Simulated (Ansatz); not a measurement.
# One shape, several levels: doublet C4H10S+

Aim: a comparison of 6 runs (U-r2SCAN/6-31G*, UBHLYP/6-31G*, UBLYP/6-31G*, UPBE-QIDH/6-31G*, USVWN5/6-31G*, UMP2/6-31G*) of doublet C4H10S+. 

The results are computed with Ansatz 0.2.0.

54 further runs of the same task are left out: 54 set aside as unsound or not needed. Runs told in other sessions of the task aren't counted.

## (1) The molecule

C4H10S+ has 15 atoms, charge +1, and is taken as a doublet. SMILES of the parent species: `CC(C)(C)S`. The coordinates come from a PBE0-D4/def2-TZVP relaxation. This is one conformer, not always the lowest. That shape belongs to the parent species and isn't relaxed for this state.

Bond lengths: C1–C2 1.521 Å, C2–C3 1.524 Å, C2–C4 1.521 Å, C2–S5 1.836 Å, C1–H6 1.091 Å, C1–H7 1.093 Å, C1–H8 1.095 Å, C3–H9 1.092 Å, C3–H10 1.092 Å, C3–H11 1.093 Å, C4–H12 1.095 Å, C4–H13 1.091 Å, C4–H14 1.093 Å, S5–H15 1.343 Å. Some angles: C1–C2–C3 110.4°, C1–C2–C4 110.7°, C1–C2–S5 110.1°, C3–C2–C4 110.4°, C3–C2–S5 105.1°, C4–C2–S5 110.1°, C2–C1–H6 111.0°, C2–C1–H7 111.2°, C2–C1–H8 110.0°, C2–C3–H9 111.2°.

## (2) A single-point energy at U-r2SCAN/6-31G(d) (spherical functions) (run 1)

molecule.yaml

```yaml
basis:
  gaussian:
    orbitals: 6-31G_st_-spherical.json
crystal:
  periodic: [false, false, false]
  atoms:
    - {symbol: C, position_ang: [-1.294560, 0.271770, 0.558460]}
    - {symbol: C, position_ang: [0.117550, 0.180400, -0.000410]}
    - {symbol: C, position_ang: [1.065180, -0.394480, 1.045110]}
    - {symbol: C, position_ang: [0.142770, -0.669650, -1.261950]}
    - {symbol: S, position_ang: [0.763880, 1.861190, -0.359340]}
    - {symbol: H, position_ang: [-1.320920, 0.889740, 1.457310]}
    - {symbol: H, position_ang: [-1.980960, 0.705210, -0.172720]}
    - {symbol: H, position_ang: [-1.662210, -0.728010, 0.812930]}
    - {symbol: H, position_ang: [1.069950, 0.214040, 1.952100]}
    - {symbol: H, position_ang: [2.086870, -0.453240, 0.663460]}
    - {symbol: H, position_ang: [0.743520, -1.404280, 1.314200]}
    - {symbol: H, position_ang: [-0.201170, -1.684750, -1.036700]}
    - {symbol: H, position_ang: [1.151250, -0.729060, -1.674200]}
    - {symbol: H, position_ang: [-0.514930, -0.255640, -2.029860]}
    - {symbol: H, position_ang: [-0.166220, 2.196760, -1.268390]}
total_charge: 1
magnetization:
  spin_polarized: true
  initial_magnetization: 1
hamiltonian:
  xc: {name: r2SCAN}
accuracy: high
output:
  orbitals: {seedname: orbitals}
```

The basis set 6-31G* is read from a file made from the Basis Set Exchange's data (not shown).

Command:

```console
$ ansatz run molecule.yaml --threads 1 --pin off --max-ram 3480MiB --events-out events.jsonl --progress --plain --runs-dir runs
```

What it wrote:

```text
Warning: RAYON_NUM_THREADS=1 ignored (pool sized by the plan → 1); use --threads N
Functional definition: r2SCAN
  name "r2SCAN"
  parameter k0 = 0.174
  parameter k1 = 0.065
  parameter a1 = 4.9479
  exchange = r2scan_x(k0 = k0, k1 = k1, a1 = a1)
  correlation = r2scan_c
2406 factors; integrals over basis functions are off by at most 3.7e-9 eV
mean field evaluation 1: about -15115.8343 eV, gradient 5.9e1 eV
mean field evaluation 2: about -15025.8185 eV, gradient 1.3e2 eV
mean field evaluation 4: about -15133.4235 eV, gradient 9.1e0 eV
mean field evaluation 8: about -15133.8190 eV, gradient 1.9e-1 eV
mean field evaluation 16: about -15133.8192 eV, gradient 1.3e-4 eV
mean field evaluation 32: about -15132.8610 eV, gradient 8.0e0 eV
mean field -15133.81924788 eV, -556.1575992883 hartree, gradient 3.0e-8 eV, S^2 0.755231; 2 other end points of the search recorded, 0 dependent functions left out
reference -15133.81924932 eV, -556.1575993414 hartree; 25, 24 occupied and 69, 70 virtual orbitals, 2406 factors
Total energy: -15133.81924932 eV, -556.1575993414 hartree
```

Run time: 37 s. Hardware: 1 thread of Arm Neoverse V1, shared host; peak memory 0.56 GiB.

## (3) A single-point energy at UBHLYP/6-31G(d) (spherical functions) (run 2)

input.yaml

```yaml
crystal:
  periodic: [false, false, false]
  atoms:
    - {symbol: C, position_ang: [-1.294560, 0.271770, 0.558460]}
    - {symbol: C, position_ang: [0.117550, 0.180400, -0.000410]}
    - {symbol: C, position_ang: [1.065180, -0.394480, 1.045110]}
    - {symbol: C, position_ang: [0.142770, -0.669650, -1.261950]}
    - {symbol: S, position_ang: [0.763880, 1.861190, -0.359340]}
    - {symbol: H, position_ang: [-1.320920, 0.889740, 1.457310]}
    - {symbol: H, position_ang: [-1.980960, 0.705210, -0.172720]}
    - {symbol: H, position_ang: [-1.662210, -0.728010, 0.812930]}
    - {symbol: H, position_ang: [1.069950, 0.214040, 1.952100]}
    - {symbol: H, position_ang: [2.086870, -0.453240, 0.663460]}
    - {symbol: H, position_ang: [0.743520, -1.404280, 1.314200]}
    - {symbol: H, position_ang: [-0.201170, -1.684750, -1.036700]}
    - {symbol: H, position_ang: [1.151250, -0.729060, -1.674200]}
    - {symbol: H, position_ang: [-0.514930, -0.255640, -2.029860]}
    - {symbol: H, position_ang: [-0.166220, 2.196760, -1.268390]}
basis:
  gaussian: {orbitals: 6-31G_st_-spherical.json}
total_charge: 1
magnetization: {spin_polarized: true, initial_magnetization: 1}
hamiltonian: {xc: {name: BHLYP}}
accuracy: high
output: {orbitals: {seedname: orbitals}}
```

The basis set 6-31G* is read from a file made from the Basis Set Exchange's data (not shown).

Command:

```console
$ ansatz run input.yaml --threads 1 --pin off --max-ram 3480MiB --events-out events.jsonl --progress --plain --runs-dir runs
```

What it wrote:

```text
Warning: RAYON_NUM_THREADS=1 ignored (pool sized by the plan → 1); use --threads N
Functional definition: BHLYP
  name "BHLYP"
  parameter a = 0.5
  exchange = (1 - a)*b88_x + a*exact_x
  correlation = lyp_c
2406 factors; integrals over basis functions are off by at most 3.7e-9 eV
mean field evaluation 1: about -15124.7219 eV, gradient 4.4e1 eV
mean field evaluation 2: about -15119.5768 eV, gradient 5.2e1 eV
mean field evaluation 4: about -15134.4880 eV, gradient 2.1e0 eV
mean field evaluation 8: about -15134.5280 eV, gradient 9.5e-2 eV
mean field evaluation 16: about -15134.5283 eV, gradient 1.4e-4 eV
mean field -15134.52833600 eV, -556.1836577962 hartree, gradient 8.1e-8 eV, S^2 0.755456; 0 other end points of the search recorded, 0 dependent functions left out
reference -15134.52836125 eV, -556.1836587241 hartree; 25, 24 occupied and 69, 70 virtual orbitals, 2406 factors
Total energy: -15134.52836125 eV, -556.1836587241 hartree
```

Run time: 21 s. Hardware: 1 thread of Arm Neoverse V1, shared host; peak memory 0.55 GiB.

## (4) The energy at UBLYP/6-31G(d) (spherical functions) (run 3)

molecule.yaml, as its differences from that of step 2:

```diff
@@ -1,4 +1 @@
-basis:
-  gaussian:
-    orbitals: 6-31G_st_-spherical.json
 crystal:
@@ -21,10 +18,8 @@
     - {symbol: H, position_ang: [-0.166220, 2.196760, -1.268390]}
+basis:
+  gaussian: {orbitals: 6-31G_st_-spherical.json}
+hamiltonian: {xc: {name: BLYP}}
+magnetization: {spin_polarized: true, initial_magnetization: 1}
 total_charge: 1
-magnetization:
-  spin_polarized: true
-  initial_magnetization: 1
-hamiltonian:
-  xc: {name: r2SCAN}
 accuracy: high
-output:
-  orbitals: {seedname: orbitals}
+output: {orbitals: {seedname: orbitals}}
```

The basis set 6-31G* is read from a file made from the Basis Set Exchange's data (not shown).

Command:

```console
$ ansatz run molecule.yaml --threads 1 --pin off --max-ram 3480MiB --events-out events.jsonl --progress --plain --runs-dir runs
```

What it wrote:

```text
Warning: RAYON_NUM_THREADS=1 ignored (pool sized by the plan → 1); use --threads N
Functional definition: BLYP
  name "BLYP"
  parameter beta = 0.0042
  parameter a = 0.04918
  parameter b = 0.132
  parameter c = 0.2533
  parameter d = 0.349
  exchange = b88_x(beta = beta)
  correlation = lyp_c(a = a, b = b, c = c, d = d)
2406 factors; integrals over basis functions are off by at most 3.7e-9 eV
mean field evaluation 1: about -15110.5886 eV, gradient 6.8e1 eV
mean field evaluation 2: about -14975.1767 eV, gradient 1.5e2 eV
mean field evaluation 4: about -15133.8065 eV, gradient 1.1e1 eV
mean field evaluation 8: about -15134.3324 eV, gradient 3.7e-1 eV
mean field evaluation 16: about -15134.3333 eV, gradient 1.3e-4 eV
mean field evaluation 32: about -15132.5850 eV, gradient 1.4e0 eV
mean field -15134.33326027 eV, -556.1764888955 hartree, gradient 4.3e-8 eV, S^2 0.752246; 4 other end points of the search recorded, 0 dependent functions left out
reference -15134.33331075 eV, -556.1764907505 hartree; 25, 24 occupied and 69, 70 virtual orbitals, 2406 factors
Total energy: -15134.33331075 eV, -556.1764907505 hartree
```

Run time: 22 s. Hardware: 1 thread of Arm Neoverse V1, shared host; peak memory 0.39 GiB.

Runs 4 to 5 aren't shown in full; the table further down has their settings and results.

## (5) A single-point energy at UMP2/6-31G(d) (spherical functions) (run 6)

molecule.yaml

```yaml
crystal:
  periodic: [false, false, false]
  atoms:
    - symbol: C
      position_ang: [-1.294560, 0.271770, 0.558460]
    - symbol: C
      position_ang: [0.117550, 0.180400, -0.000410]
    - symbol: C
      position_ang: [1.065180, -0.394480, 1.045110]
    - symbol: C
      position_ang: [0.142770, -0.669650, -1.261950]
    - symbol: S
      position_ang: [0.763880, 1.861190, -0.359340]
    - symbol: H
      position_ang: [-1.320920, 0.889740, 1.457310]
    - symbol: H
      position_ang: [-1.980960, 0.705210, -0.172720]
    - symbol: H
      position_ang: [-1.662210, -0.728010, 0.812930]
    - symbol: H
      position_ang: [1.069950, 0.214040, 1.952100]
    - symbol: H
      position_ang: [2.086870, -0.453240, 0.663460]
    - symbol: H
      position_ang: [0.743520, -1.404280, 1.314200]
    - symbol: H
      position_ang: [-0.201170, -1.684750, -1.036700]
    - symbol: H
      position_ang: [1.151250, -0.729060, -1.674200]
    - symbol: H
      position_ang: [-0.514930, -0.255640, -2.029860]
    - symbol: H
      position_ang: [-0.166220, 2.196760, -1.268390]
basis:
  gaussian:
    orbitals: 6-31G_st_-spherical.json
total_charge: 1
magnetization:
  spin_polarized: true
  initial_magnetization: 1
correlation:
  method: mp2
  frozen_orbitals: {C: 1, H: 0, S: 5}
accuracy: high
```

The basis set 6-31G* is read from a file made from the Basis Set Exchange's data (not shown).

Command:

```console
$ ansatz run molecule.yaml --threads 1 --pin off --max-ram 3480MiB --events-out events.jsonl --progress --plain --runs-dir runs
```

What it wrote:

```text
Warning: RAYON_NUM_THREADS=1 ignored (pool sized by the plan → 1); use --threads N
Functional definition: HF
  name "HF"
  exchange = exact_x
  correlation = 0
2406 factors; integrals over basis functions are off by at most 3.7e-9 eV
mean field evaluation 1: about -15083.8988 eV, gradient 2.9e1 eV
mean field evaluation 2: about -15083.8988 eV, gradient 2.9e1 eV
mean field evaluation 4: about -15088.8819 eV, gradient 3.3e0 eV
mean field evaluation 8: about -15088.9835 eV, gradient 1.3e-1 eV
mean field -15088.98400184 eV, -554.5099343869 hartree, gradient 1.9e-8 eV, S^2 0.762710; 0 other end points of the search recorded, 0 dependent functions left out
9 core orbitals not correlated: weight in the atoms' cores, before any rotation towards them, 1.000 or more for the frozen orbitals, at most 0.000 for the correlated occupied ones
reference -15088.98400184 eV, -554.5099343869 hartree; 16, 15 occupied and 69, 70 virtual orbitals, 2406 factors
second order -16.96836036 eV of doubles, -0.00000000 eV of singles
Total energy: -15105.95236220 eV, -555.1335101286 hartree
```

Wall time 7.2 s (1 thread of Arm Neoverse V1, shared host); peak memory 0.4 GiB.

## (6) Overview of the runs

| run | level | frozen core orbitals | energy (Eh) | HOMO energy (eV) | LUMO energy (eV) | ⟨S²⟩ | wall time |
| --- | --- | --- | --- | --- | --- | --- | --- |
| 1 | U-r2SCAN/6-31G* (spherical functions) | – | -556.157599 | -13.58 | -11.83 | 0.755 | 37 s |
| 2 | UBHLYP/6-31G* (spherical functions) | – | -556.183659 | -15.96 | -10.01 | 0.755 | 21 s |
| 3 | UBLYP/6-31G* (spherical functions) | – | -556.176491 | -13.10 | -12.00 | 0.752 | 22 s |
| 4 | UPBE-QIDH/6-31G* (spherical functions) | 9 | -555.765355 | -16.89 | -8.72 | 0.758 | 25 s |
| 5 | USVWN5/6-31G* (spherical functions) | – | -553.394911 | -13.26 | -12.36 | 0.751 | 12 s |
| 6 | UMP2/6-31G* (spherical functions) | 9 | -555.133510 | – | – | 0.763 | 7.2 s |

## (7) Results

```
                                          quantity          value
                               run 6: total energy  -555.13351 Eh
run 6: correlation energy (9 core orbitals frozen)     -623.6 mEh
          run 6: ⟨S²⟩ of the reference determinant          0.763
```

What this shows: Totals of different functionals can't be ranked against each other. All runs together took 2.1 min, the longest 37 s.
